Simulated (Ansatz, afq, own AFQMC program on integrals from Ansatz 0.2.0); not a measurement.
AFQMC on a folder of integrals that Ansatz 0.2.0 wrote.

```yaml
crystal:
  periodic: [false, false, false]
  atoms:
    - {symbol: Te, position_ang: [0.000000, 0.000000, 0.000000]}
basis:
  gaussian: {orbitals: def2-SVP}
magnetization: {spin_polarized: false}
correlation: {method: ccsd_t, electrons: outside_noble_gas, hamiltonian_folder: ham}
```

```sh
$ ansatz run in.yaml --threads 1 --pin off --events-out ev --progress --plain --max-ram 1382MiB
```

afq runs on the folder ham with

```
--method phaseless --trial cisd --walkers 10 --populations 1 --least-time 40 --time-step 0.0025 --steps-per-block 50 --equilibration-blocks 80 --max-blocks 320 --target-error 0.00058 --factor-cut 1e-06 --seed 9975 --taylor-order 6
```

Times are imaginary, in 1/Eh. The walk had a cap of 111 s. Filled inner d shells are frozen with the cores. Core potentials past Kr, no spin–orbit coupling.

Output of the walk:

```
orbitals 17  electrons 3 3  factors 107 of 144
reference energy -266.92826273 Eh
CCSD correlation -0.09551955 Eh in 10 cycles, weight of the determinant in the CISD state 0.8042
energy of the start -267.023782 Eh
 block  time / (1/Eh)  mean weight  energy / Eh
     1     0.125  0.9994  -267.023427
     2     0.250  1.0001  -267.023198
     3     0.375  0.9998  -267.023619
     4     0.500  0.9998  -267.023174
     5     0.625  1.0006  -267.022975
     8     1.000  0.9992  -267.023060
    11     1.375  1.0007  -267.022880
    41     5.125  1.0004  -267.025374
    71     8.875  1.0007  -267.026581
   101    12.625  0.9996  -267.029833
   131    16.375  0.9988  -267.032857
   161    20.125  1.0004  -267.024819
   191    23.875  1.0002  -267.025604
   221    27.625  1.0002  -267.030852
   231    28.875  1.0005  -267.056579
   251    31.375  0.9983  -267.033112
   281    35.125  1.0003  -267.027807
   311    38.875  0.9997  -267.020286
   341    42.625  1.0003  -267.030795
   371    46.375  1.0002  -267.031349
   391    48.875  0.9992  -267.028735
blocks merged  error / Eh  count
     1  0.000390  320
     2  0.000523  160
     4  0.000689  80
     8  0.000890  40
    16  0.000985  20
    32  0.001215  10
energy -267.029323 +/- 0.000985 Eh
(rows thinned)
```

The run passed its tests (sampling time, drift between the halves within three errors, error under three times the target), which doesn't prove that it has relaxed. The second half of the sampling lies above the first by 1.7 errors of their difference, so the energy may still be moving and its error bar be too small.

Against this walk (error 26.8 meV) on the same determinant: CCSD(T) 41.6 meV higher (within the noise), CCSDT(Q) 40.4 meV lower (within the noise), CCSDTQ 46.2 meV lower (within the noise), full CI 46.5 meV lower (within the noise). The error is statistical and leaves out the bias of the constraint. The determinant is a poor start (see the cautions), so the low cluster orders aren't to be relied on, and full CI is the sure value.

Cautions: constraint bias not in the error; error above the target (26.8 against 15.8 meV); no spin-orbit coupling; inner d shell frozen; another spin lies lower (by 1.10 eV); restricted determinant unstable towards unrestricted (UHF 1.40 eV lower, ⟨S²⟩ 1.02); strong correlation (T1 0.008, weight of the determinant 0.80, largest double 0.30); the determinant fills the p orbitals unequally in pairs, so it mixes two states of the atom (¹D and ¹S), and each level undoes that mixture to a different degree, while full CI gives the lower state; CCSDTQ on the UHF determinant differs (1.08 eV lower), perhaps since the unrestricted series falls towards higher spin; so few walkers bias the energy.

The walk took 10 s on 1 thread of Arm Neoverse V1 (shared host). The log's last line is the phaseless energy.

CCSDT and higher add their correlation energy to the determinant of the CCSD(T) run, since their own runs factorise the integrals more tightly (a shift of under 2 meV).
